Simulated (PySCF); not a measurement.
Electron detachment from `[BH2-]C` ([CH5B]-•)

System: `[BH2-]C` ([CH5B]-•, doublet). Non-hydrogen atoms are numbered in `[BH2-:1][CH3:2]`.

Energies: Hartree-Fock, HF/ma-def2-TZVP (PySCF, density fitting, unrestricted for open shells), on PBE0-D3(BJ)/ma-def2-SVP structures. The prefix ma- adds one diffuse s and one diffuse p function on all atoms but H. Thermal corrections: PBE0-D3(BJ)/ma-def2-SVP frequencies, unscaled, ideal gas at 298.15 K and 1 bar, quasi-RRHO entropy.

Frontier levels of the parent: HOMO 0.79 eV, LUMO 3.29 eV.

Oxidation to the singlet neutral:
| Quantity | Value |
| --- | --- |
| Vertical detachment energy (electronic) | -0.81 eV |
| Adiabatic detachment energy (with zero-point energy) | -0.90 eV |
| Adiabatic, electronic part | -0.98 eV |
| Vertical gap at the product's structure | -1.11 eV |
| Inner reorganisation energy (four-point) | 309 meV |
| Relaxation of product / of parent | 177 / 132 meV |
| Largest changes of atomic charge | B1 0.36, C2 0.28, H (on C2) 0.17, H (on C2) 0.08 |
| Distances that move most (Å) | B1–C2 1.615 → 1.553; B1–H 1.231 → 1.212; B1–H 1.230 → 1.211; C2–H 1.105 → 1.100 |

Vertical detachment energy to the triplet neutral: 4.41 eV. This state was not relaxed.

Known limits: the parent anion holds its electron weakly or not at all, so the values hang on the basis; Hartree-Fock leaves out electron correlation, so its ionisation energies and electron affinities from energy differences come out too low, often by 1 eV or more.

Hardware: 1 thread of Arm Neoverse V1, shared with other jobs. Command: `OMP_NUM_THREADS=1 python redox_run.py task.json out`. The single points of this level: 3.3 s.
